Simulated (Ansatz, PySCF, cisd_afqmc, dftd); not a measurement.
Reaction: CHN (SMILES C#N) → CHN+ (parent SMILES N#C, doublet) + e-
Each species at its own B3LYP-D3(BJ)/def2-TZVP minimum (Ansatz, a quantum-chemistry and plane-wave program).

Wanted: adiabatic ionisation energy (0 K, zero-point energies from PySCF's Hessians at B3LYP-D3(BJ)/def2-TZVP), in eV. Radicals and triplets start from unrestricted determinants; spin-orbit coupling is neglected. Cores are frozen in correlated methods. Rows without X2C or -DK are non-relativistic. The Monte Carlo rows (phaseless AFQMC, CISD trial, step 0.005/hartree) carry one-sigma bars that omit the constraint's bias. Outlying blocks are dropped, and bars are widened where a walk drifts. Over all cases where full CI ran beside it in this data, AFQMC minus full CI had a median of +0.1 mEh and passed +0.4 mEh in a tenth of the cases. CBS(X,Y): correlation extrapolated as X^-3, Hartree-Fock from the larger set (Q,5: extrapolated as (X+1)exp(-9√X)). A bracket is a step between two methods taken in the basis named. The functionals are non-relativistic, so their misses hold any scalar relativity. Double hybrids freeze cores in their MP2 part. '+ core + X2C': CCSD(T) terms for core correlation (cc-pwCVTZ) and scalar relativity (cc-pVTZ-DK). The UHF reference of CHN+ (parent SMILES C#N, doublet) is spin-contaminated (<S^2> up to 0.04 over the pure value in the sets run).

Measured: 13.60 eV (CCCBDB table in ASE).

```csv
level,program,adiabatic ionisation energy (eV),error against that value
HF/cc-pVQZ,Ansatz,11.94,-1.66
"HF/CBS(cc-pVQZ,cc-pV5Z)",Ansatz,11.94,-1.66
PBE-D3(BJ)/def2-TZVPD,Ansatz + dftd3,13.46,-0.14
r2SCAN-D4/def2-TZVPD,Ansatz + dftd4,13.37,-0.23
PBE0/def2-TZVPD,Ansatz,13.38,-0.22
CAM-B3LYP/def2-TZVPD,Ansatz,13.50,-0.10
B2PLYP-D3(BJ)/def2-TZVPD,Ansatz + dftd3,13.50,-0.10
B2GP-PLYP-D4/def2-TZVPD,Ansatz + dftd4,13.52,-0.08
MP2/cc-pV5Z,Ansatz,13.99,0.39
"CCSD(T)/CBS(cc-pVTZ,cc-pVQZ)",Ansatz,13.59,-0.01
"CCSD(T)/CBS(cc-pVQZ,cc-pV5Z)",Ansatz,13.59,-0.01
CCSDT(Q)/cc-pVTZ,Ansatz,13.40,-0.20
CCSDTQ/cc-pVDZ,Ansatz,13.08,-0.52
AFQMC/CISD/cc-pVDZ,cisd_afqmc,13.08 ± 0.02,-0.52
AFQMC/CISD/cc-pVTZ,cisd_afqmc,13.43 ± 0.03,-0.17
"CCSD(T)/CBS(cc-pVQZ,cc-pV5Z) + [AFQMC/CISD - CCSD(T)]/cc-pVTZ + core + X2C",Ansatz + cisd_afqmc,13.63 ± 0.03,0.03
"CCSD(T)/CBS(cc-pVQZ,cc-pV5Z) + [CCSDT(Q) - CCSD(T)]/cc-pVTZ + [CCSDTQ - CCSDT(Q)]/cc-pVDZ + core + X2C",Ansatz,13.60,0.00
```
